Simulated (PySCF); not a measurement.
Work out the structure from these simulated measurements.

Elements present: C, H, N and O. Monoisotopic mass: 43.0058 u.

* 1H NMR: chemical shifts (computed TMS as zero) by class: 2.28 (1 H) ppm [GIAO PBE0/pcSseg-1]
* Rotational structure: rotational constants A, B, C: 1255.953, 11.298, 11.197 GHz [GFN2-xTB]
* 13C NMR: chemical shifts (computed TMS as zero) by class: 127.8 (1 C) ppm [GIAO PBE0/pcSseg-1]
* NMR, other nuclei: isotropic shieldings of nuclei other than C and H, by class: 238 (1 N), 198 (1 O) ppm [GIAO PBE0/pcSseg-1]
* Dipole: 2.51 D [PBE0/pcSseg-1]
* Couplings: largest of the computed one-bond spin–spin couplings (means over like bonds): 15N–1H -119.0, 15N–13C -53.9, 17O–13C +8.9 Hz [B3LYP/pcJ-1]

Gas-phase values; electronic properties from PySCF, density fitting. Levels stand in brackets. Isolated species at its GFN2-xTB geometry, gas phase. NMR values are class means; diastereotopic atoms form classes of their own.

Problem. Which formula fits the mass and the elements?

Solution. CHNO (calculated 43.0058). No other formula that holds each of these elements comes within 0.0003 u with a fitting electron parity and a possible valence count.

Problem. Propose a structure and show how it fits.

Solution. Numbering: `[NH:1]=[C:2]=[O:3]`. Its formula, CHNO, gives 2 degrees of unsaturation: 0 rings and 2 π bonds in the structure found. The one carbon: isocyanate carbon [C2] (127.8 ppm). The one hydrogen (2.28 ppm): N–H hydrogen. The other shieldings belong to: 238 ppm, isocyanate nitrogen [N1]; 198 ppm, oxygen bonded to C [O3]. The couplings run between: -119.0 Hz, isocyanate nitrogen [N1] and its hydrogen; -53.9 Hz, isocyanate nitrogen [N1] and isocyanate carbon [C2]; +8.9 Hz, oxygen bonded to C [O3] and isocyanate carbon [C2]. By its constants the optimised geometry is a nearly prolate symmetric top. Structure: `N=C=O`. Computed isomers that give other values at the same levels: `N#CO` (cyanic acid) (rotational constant A: 709.708 GHz; this holds for the one conformer computed). The assignments are read from this structure; whether some other isomer fits the data as well wasn't checked.
